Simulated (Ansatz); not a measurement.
# Relaxing GaH

Computed with DFT PBE, scalar-relativistic, plane waves, PAW (Ansatz 0.2.0).

The start puts GaH on the CuAu (L1_0) structure type (P4/mmm, No. 123), with Ga in place of Cu, H in place of Au, at a guessed volume.

The final relaxation ran on this input, with the default PAW datasets:

```yaml
crystal:
  lattice:
    - [2.8507276515, 0.0, 0.0]
    - [0.0, 2.8507276515, 0.0]
    - [0.0, 0.0, 2.8617347193]
  atoms:
    - { symbol: Ga, position: [0.5, 0.5, 0.5] }
    - { symbol: H, position: [0.0, 0.0, 0.0] }
basis:
  ecutwfc: 420
kpoints:
  mp_grid: { grid: [20, 20, 20] }
hamiltonian:
  xc: pbe
scf:
  occupations: { method: gaussian, width: 0.1 }
output:
  forces: true
  stress: true
  eigenvalues: true
relax:
  adjacent_minimum: "off"
  f_tol: 0.01
  max_steps: 80
  cell: { stress_tol: 0.05 }
```

Launched as:

```bash
ansatz run input.yaml --threads 1 --pin off --max-ram 2560MiB --backend cpu --events-out ev --progress --plain --runs-dir out
```

Time: 40 s on 1 thread of Arm Neoverse V1, on a shared host, peak memory 0.48 GiB.

The program printed at the end:

```
SCF converged after 4 iterations
Free energy (F): -3797.797084 eV
Harris-Foulkes:  -3797.797084 eV  (|F-HF|=1.36e-12)
Internal energy: -3797.795690 eV  (E = F + TS)
E sigma→0 (E₀):  -3797.796387 eV
Entropy (-TS):   -0.001394 eV (-0.697 meV/atom)
Fermi energy:    7.961833 eV
--- Per-component energies (eV) ---
  E_band       = -54.592511
  E_kinetic    = 126.439287
  E_local      = -1898.862375  (includes V_loc(G=0)·N_el)
  E_nonlocal   = 423.045185
  E_hartree    = 884.255522
  E_xc         = -77.959468
  E_vxc        = -69.138719  (∫ρ·V_xc dr)
  E_paw        = -1985.020601  (= ΣΔE_a)
  E_vpaw       = -404.586023  (= ΣTr[D̂ρ^β])
  E_aug_tail   = -0.000943  (compensation charges beyond the density's cutoff)
  E_ewald      = -1269.692297
  E_smearing   = -0.001394  (= −TS)
  E_closure    = 0.000000  (closes the sum)
  Σ components = -3797.797084   (vs F -3797.797084, Δ=0.00e0)
--- Forces (eV/Å), atoms counted from 1 ---
  atom   1  Ga     0.00000000     0.00000000     0.00000000
  atom   2  H      0.00000000     0.00000000     0.00000000
  max |Σ_I F_I| component: 3.75e-29 eV/Å
--- Stress (GPa, compression-positive) ---
        0.000108       0.000000       0.000000
        0.000000       0.000108       0.000000
        0.000000       0.000000       0.010978
  P = ⅓ Tr σ = 0.0037 GPa (0.037 kbar)
--- Relaxed structure (2 steps of the walk, 2 accepted, 1 SCFs on fresh bases) ---
  F+E_penalty+E_count = -3797.79708432 eV   max|allowed force component| = 1.911e-29 eV/Å   (the final SCF, on the basis selected at the relaxed cell)
  cell:  # Å, volume = 23.2310 Å³
    - [2.853445, 0.000000, 0.0]
    - [0.000000, 2.853445, 0.0]
    - [0.0, 0.0, 2.853180]
  atoms:
    - { symbol: Ga, position: [0.5, 0.5, 0.500000] }
    - { symbol: H, position: [0.0, 0.000000, 0.0] }
```

Absolute energies hang on the potentials; compare differences alone.

The result has space group Pm-3m (No. 221). Ga has 8 H at 2.47 Å and 6 Ga at 2.85 Å; H has 8 Ga at 2.47 Å and 6 H at 2.85 Å.

Against the elements it lies at 0.55 eV/atom. The zero of energy is the elements' standard structures at the same level (H₂ as a molecule); no fitted shifts are applied.

The k mesh leaves about 4 meV/atom of noise in metals.

A structure relaxed within its symmetry needn't be a true minimum.